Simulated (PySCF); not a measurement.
# Basis-set dependence of population analyses: 1-butyne

1-butyne, C4H6.
SMILES with atom numbers: `[CH:1]#[C:2][CH2:3][CH3:4]` (hydrogens: H5 on C1; H6, H7 on C3; H8, H9, H10 on C4)

PBE0 throughout (PySCF), one geometry, spherical d and f functions. Isolated species at its PBE0-D3(BJ)/def2-SVP geometry, gas phase. Atoms taken as equivalent share a column and are averaged.

Mulliken charges (e):

```
        basis  functions      C1      C2      C3      C4      H5   H6/H7  H8/H9/H10
       STO-3G         26  -0.150  -0.042  -0.156  -0.225  +0.115  +0.101     +0.085
        6-31G         48  -0.471  +0.140  -0.387  -0.482  +0.270  +0.201     +0.176
     pcSseg-0         48  -0.328  -0.081  -0.498  -0.629  +0.272  +0.273     +0.239
       6-31G*         68  -0.495  +0.277  -0.455  -0.521  +0.229  +0.204     +0.185
     def2-SVP         86  -0.445  +0.224  -0.024  -0.095  +0.040  +0.068     +0.055
      cc-pVDZ         86  -0.416  +0.278  -0.085  -0.085  +0.003  +0.072     +0.053
6-311+G(2d,p)        144  -0.996  +1.035  -0.481  -0.487  +0.155  +0.162     +0.150
  aug-cc-pVDZ        146  +1.017  -0.500  +0.218  +0.408  -0.638  -0.081     -0.114
    def2-TZVP        160  -0.170  -0.042  -0.261  -0.348  +0.173  +0.133     +0.127
     IGLO-III        200  -0.189  -0.049  -0.206  -0.338  +0.145  +0.134     +0.123
      cc-pVTZ        204  -0.207  -0.020  -0.169  -0.282  +0.148  +0.110     +0.103
```

IAO charges (e):

| basis | functions | C1 | C2 | C3 | C4 | H5 | H6/H7 | H8/H9/H10 |
| --- | --- | --- | --- | --- | --- | --- | --- | --- |
| STO-3G | 26 | -0.177 | -0.038 | -0.277 | -0.386 | +0.158 | +0.153 | +0.139 |
| 6-31G | 48 | -0.254 | -0.025 | -0.277 | -0.423 | +0.197 | +0.166 | +0.150 |
| pcSseg-0 | 48 | -0.240 | -0.027 | -0.285 | -0.416 | +0.188 | +0.167 | +0.148 |
| 6-31G* | 68 | -0.248 | -0.026 | -0.265 | -0.404 | +0.192 | +0.159 | +0.144 |
| def2-SVP | 86 | -0.250 | -0.022 | -0.262 | -0.392 | +0.189 | +0.158 | +0.140 |
| cc-pVDZ | 86 | -0.257 | -0.024 | -0.265 | -0.402 | +0.196 | +0.161 | +0.143 |
| 6-311+G(2d,p) | 144 | -0.269 | -0.022 | -0.271 | -0.415 | +0.202 | +0.166 | +0.148 |
| aug-cc-pVDZ | 146 | -0.269 | -0.022 | -0.269 | -0.413 | +0.202 | +0.165 | +0.147 |
| def2-TZVP | 160 | -0.268 | -0.022 | -0.270 | -0.416 | +0.201 | +0.165 | +0.148 |
| IGLO-III | 200 | -0.270 | -0.022 | -0.272 | -0.417 | +0.202 | +0.166 | +0.149 |
| cc-pVTZ | 204 | -0.267 | -0.023 | -0.271 | -0.417 | +0.201 | +0.165 | +0.148 |

Hirshfeld charges (e):

```csv
basis,functions,C1,C2,C3,C4,H5,H6/H7,H8/H9/H10
STO-3G,26,-0.113,-0.066,+0.025,-0.033,+0.075,+0.028,+0.019
6-31G,48,-0.142,-0.050,-0.027,-0.092,+0.094,+0.050,+0.039
pcSseg-0,48,-0.134,-0.046,-0.029,-0.094,+0.091,+0.048,+0.038
6-31G*,68,-0.142,-0.051,-0.030,-0.092,+0.095,+0.051,+0.039
def2-SVP,86,-0.136,-0.041,-0.042,-0.105,+0.089,+0.054,+0.043
cc-pVDZ,86,-0.138,-0.044,-0.039,-0.102,+0.091,+0.053,+0.042
"6-311+G(2d,p)",144,-0.135,-0.048,-0.053,-0.106,+0.090,+0.058,+0.045
aug-cc-pVDZ,146,-0.134,-0.043,-0.057,-0.115,+0.090,+0.059,+0.047
def2-TZVP,160,-0.136,-0.044,-0.052,-0.110,+0.090,+0.058,+0.046
IGLO-III,200,-0.135,-0.043,-0.056,-0.114,+0.089,+0.059,+0.047
cc-pVTZ,204,-0.137,-0.042,-0.051,-0.111,+0.090,+0.057,+0.046
```

ESP-fitted charges (e):

```json
{"basis": "STO-3G", "functions": "26", "C1": "-0.296", "C2": "-0.054", "C3": "+0.111", "C4": "-0.298", "H5": "+0.204", "H6/H7": "+0.035", "H8/H9/H10": "+0.088"}
{"basis": "6-31G", "functions": "48", "C1": "-0.460", "C2": "-0.019", "C3": "+0.147", "C4": "-0.298", "H5": "+0.300", "H6/H7": "+0.034", "H8/H9/H10": "+0.087"}
{"basis": "pcSseg-0", "functions": "48", "C1": "-0.437", "C2": "-0.074", "C3": "+0.206", "C4": "-0.341", "H5": "+0.304", "H6/H7": "+0.026", "H8/H9/H10": "+0.097"}
{"basis": "6-31G*", "functions": "68", "C1": "-0.459", "C2": "-0.042", "C3": "+0.186", "C4": "-0.314", "H5": "+0.306", "H6/H7": "+0.027", "H8/H9/H10": "+0.090"}
{"basis": "def2-SVP", "functions": "86", "C1": "-0.455", "C2": "-0.052", "C3": "+0.201", "C4": "-0.267", "H5": "+0.301", "H6/H7": "+0.021", "H8/H9/H10": "+0.076"}
{"basis": "cc-pVDZ", "functions": "86", "C1": "-0.455", "C2": "-0.058", "C3": "+0.199", "C4": "-0.276", "H5": "+0.304", "H6/H7": "+0.024", "H8/H9/H10": "+0.079"}
{"basis": "6-311+G(2d,p)", "functions": "144", "C1": "-0.516", "C2": "-0.029", "C3": "+0.222", "C4": "-0.304", "H5": "+0.331", "H6/H7": "+0.020", "H8/H9/H10": "+0.086"}
{"basis": "aug-cc-pVDZ", "functions": "146", "C1": "-0.511", "C2": "-0.021", "C3": "+0.212", "C4": "-0.295", "H5": "+0.324", "H6/H7": "+0.020", "H8/H9/H10": "+0.084"}
{"basis": "def2-TZVP", "functions": "160", "C1": "-0.512", "C2": "-0.029", "C3": "+0.228", "C4": "-0.298", "H5": "+0.327", "H6/H7": "+0.017", "H8/H9/H10": "+0.083"}
{"basis": "IGLO-III", "functions": "200", "C1": "-0.510", "C2": "-0.026", "C3": "+0.216", "C4": "-0.289", "H5": "+0.325", "H6/H7": "+0.019", "H8/H9/H10": "+0.082"}
{"basis": "cc-pVTZ", "functions": "204", "C1": "-0.501", "C2": "-0.032", "C3": "+0.216", "C4": "-0.298", "H5": "+0.322", "H6/H7": "+0.020", "H8/H9/H10": "+0.084"}
```

Some averages cover members that differ in this geometry, most widely: H8/H9/H10, ESP-fitted in 6-311+G(2d,p) +0.066 to +0.096; H8/H9/H10, ESP-fitted in pcSseg-0 +0.076 to +0.107; H8/H9/H10, ESP-fitted in cc-pVDZ +0.059 to +0.089; H8/H9/H10, ESP-fitted in def2-TZVP +0.063 to +0.094 e.

Task: Which scheme is steadiest as the basis changes?

Result: Largest range over the bases for any column: Hirshfeld 0.08 e, IAO 0.09 e, ESP-fitted 0.22 e, Mulliken 2.01 e. Hirshfeld charges move least and Mulliken charges most, counted in e. Without the minimal STO-3G basis the ranges are Hirshfeld 0.03, IAO 0.03, ESP-fitted 0.08, Mulliken 2.01 e.

Task: How much do the charges still move between the two largest bases, IGLO-III and cc-pVTZ?

Result: At most, over all atoms: Mulliken 0.056 e, IAO 0.003 e, Hirshfeld 0.005 e, ESP-fitted 0.009 e.

Task: What do the same runs give for the total energy, the frontier levels and the dipole moment?

Result: 
```
        basis  energy (Eh)  HOMO (eV)  LUMO (eV)  μ (D)
       STO-3G    -153.8880      -5.76       5.25   0.62
        6-31G    -155.7309      -7.38       1.80   0.72
     pcSseg-0    -155.4273      -7.72       1.45   0.67
       6-31G*    -155.7622      -7.29       1.74   0.70
     def2-SVP    -155.6557      -7.55       1.30   0.77
      cc-pVDZ    -155.7753      -7.46       1.36   0.78
6-311+G(2d,p)    -155.8120      -7.64       0.29   0.86
  aug-cc-pVDZ    -155.7830      -7.62      -0.07   0.86
    def2-TZVP    -155.8242      -7.62       0.90   0.84
     IGLO-III    -155.8286      -7.64       0.61   0.87
      cc-pVTZ    -155.8217      -7.59       0.96   0.83
```

The dipole is fixed by the density alone, so its range of 0.25 D shows that the density itself changes with the basis, not only its division among atoms.
